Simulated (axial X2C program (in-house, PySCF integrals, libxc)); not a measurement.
Worked dissociation energy of SiS⁻: MP2, spin-free

All values were computed with an in-house all-electron X2C program for linear molecules (integrals from PySCF). Spin-free means the one-electron spin-free X2C Hamiltonian. Basis: S dyall-av3z [9s8p3d2f], Si dyall-av3z [9s8p3d2f] (cores contracted in-house); Gaussian nuclei, density fitting, unrestricted open shells. Masses: S 31.972 u, Si 27.977 u.

Molecular state: M_S = 1/2, Λ = 1 (beyond evenly filled blocks: π+α).

Correlated methods: 11 electrons correlated (number of frozen shells: S 2 s, 1 p; Si 2 s, 1 p), 199 virtual spin orbitals or spinors in MP2.

| Quantity | Value |
| --- | --- |
| E(S-) (2M_S = 1, M_L = 1) | -398.788097 hartree |
| E(Si) (2M_S = 2, M_L = 0) | -289.520455 hartree |
| E(SiS⁻) at Re | -688.481928 hartree |
| ωe | 621.3 cm⁻¹ |
| ωexe | 2.2 cm⁻¹ |

Problem. Work out De and D0.

Solution. De = -398.788097 + (-289.520455) − (-688.481928) = 0.17338 hartree = 4.718 eV. The zero-point energy is ωe/2 − ωexe/4 = 310 cm⁻¹ = 0.038 eV, so D0 = 4.679 eV.

One determinant describes the state; a PBE0 search over occupations chose it and may have missed a lower one. Dissociation energies refer to the lowest single-determinant-based atoms at the same level and basis. The highest occupied level is positive at some bond lengths even in Hartree–Fock (under at least one Hamiltonian), so the basis set holds the extra electron there; where that holds at Re the anion is at best weakly bound and its constants depend on the basis.

Each atomic determinant is the lowest at this level and need not be a pure term. Totals compare only within one Hamiltonian and basis.
